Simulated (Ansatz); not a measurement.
Results of Hartree–Fock (Ansatz, an electronic-structure program, plane waves, PAW) for diamond-structure Si.

Numerical settings: plane-wave cutoff 460 eV, 8×8×8 k mesh, Fermi–Dirac smearing 0.01 eV, scalar-relativistic PAW data made under PBE.

The cell has the measured lattice: a = b = c = 5.4300 Å, α = β = γ = 90.00°.

What does this level give for the band gap, smallest direct gap on the k points sampled and width of the whole s-p valence band?


- band gap: 6.34 eV (indirect)
- smallest direct gap on the k points sampled: 9.04 eV
- width of the whole s-p valence band: 17.10 eV

Note: cell and atoms aren't relaxed at this level (pressure 4.7 GPa).

Computed values are for the static lattice.
